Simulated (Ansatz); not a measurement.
The inner images of a band of BClH4S (7 atoms, charge 0, multiplicity 1) are given out of order.

Theory: RKS PBE/cc-pVDZ (Ansatz 0.2.0).

Initial state:

```xyz
7
Properties=species:S:1:pos:R:3
B 0.028 -0.104 0.115
Cl -0.611 0.557 1.712
H 1.209 0.119 -0.093
H -0.731 0.025 -0.831
S 0.081 -2.151 0.239
H -1.164 -2.393 0.761
H 0.670 -2.300 1.469
```

Final state:

```xyz
7
Properties=species:S:1:pos:R:3
B 0.194 -0.516 -0.747
Cl -0.212 -0.326 3.549
H 1.258 0.057 -0.781
H -0.800 -0.125 -1.314
S 0.180 -2.033 0.210
H -1.137 -2.378 0.058
H 0.000 -0.927 2.399
```

Question: Put them in order from the first end to the last, with their energies above the first end.
A.
```xyz
7
Properties=species:S:1:pos:R:3
B 0.131 -0.400 -0.071
Cl -0.220 0.198 2.025
H 1.225 0.074 -0.272
H -0.869 -0.030 -0.637
S 0.263 -2.284 0.315
H -1.071 -2.583 0.257
H 0.023 -1.224 1.757
```
B.
```xyz
7
Properties=species:S:1:pos:R:3
B 0.160 -0.531 -0.283
Cl -0.221 0.196 2.420
H 1.225 0.040 -0.321
H -0.888 -0.025 -0.602
S 0.264 -2.305 0.115
H -1.073 -2.600 0.100
H 0.015 -1.024 1.944
```
C.
```xyz
7
Properties=species:S:1:pos:R:3
B 0.178 -0.529 -0.601
Cl -0.217 -0.113 3.260
H 1.245 0.038 -0.633
H -0.853 -0.048 -1.005
S 0.222 -2.180 0.103
H -1.107 -2.497 0.001
H 0.014 -0.920 2.248
```
D.
```xyz
7
Properties=species:S:1:pos:R:3
B 0.104 -0.239 0.055
Cl -0.221 0.325 1.890
H 1.221 0.078 -0.292
H -0.858 -0.029 -0.650
S 0.248 -2.254 0.405
H -1.081 -2.570 0.302
H 0.068 -1.561 1.663
```
E.
```xyz
7
Properties=species:S:1:pos:R:3
B 0.043 -0.108 0.109
Cl -0.447 0.550 1.762
H 1.196 0.133 -0.205
H -0.808 0.002 -0.755
S 0.172 -2.166 0.293
H -1.137 -2.493 0.537
H 0.463 -2.168 1.632
```
F.
```xyz
7
Properties=species:S:1:pos:R:3
B 0.074 -0.138 0.092
Cl -0.294 0.487 1.808
H 1.204 0.111 -0.283
H -0.848 -0.015 -0.690
S 0.231 -2.212 0.366
H -1.094 -2.558 0.370
H 0.209 -1.924 1.709
```
G.
```xyz
7
Properties=species:S:1:pos:R:3
B 0.165 -0.554 -0.444
Cl -0.209 0.115 2.899
H 1.229 0.019 -0.466
H -0.887 -0.034 -0.727
S 0.250 -2.286 0.032
H -1.084 -2.593 -0.035
H 0.018 -0.916 2.115
```

Answer: E (+0.7 kcal/mol), F (+2.9 kcal/mol), D (+8.1 kcal/mol), A (+14.2 kcal/mol), B (+9.4 kcal/mol), G (+7.4 kcal/mol), C (+7.1 kcal/mol).

The run took 3 min on 1 thread of Arm Neoverse V2, with other jobs on the host, peak memory 0.11 GiB.
